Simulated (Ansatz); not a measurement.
## Ansatz (development build ahead of 0.2.0) run

```yaml
crystal:
  periodic: [false, false, false]
  atoms:
    - { symbol: H, position_ang: [0.0, 0.0, -0.82818] }
    - { symbol: F, position_ang: [0.0, 0.0, 0.09202] }
basis:
  gaussian: { orbitals: cc-pVDZ }
hamiltonian:
  xc: hf
correlation:
  method: mp2
  frozen_orbitals: { F: 1, H: 0 }
```

The input is written out in the form of the current development build from the run's settings.

Results

```json
{"Converged": "yes", "Reference energy": "-100.01928 hartree", "Correlation energy": "-0.20177 hartree", "Total energy": "-100.22105 hartree", "Spin squared of the determinant": "0.000"}
```
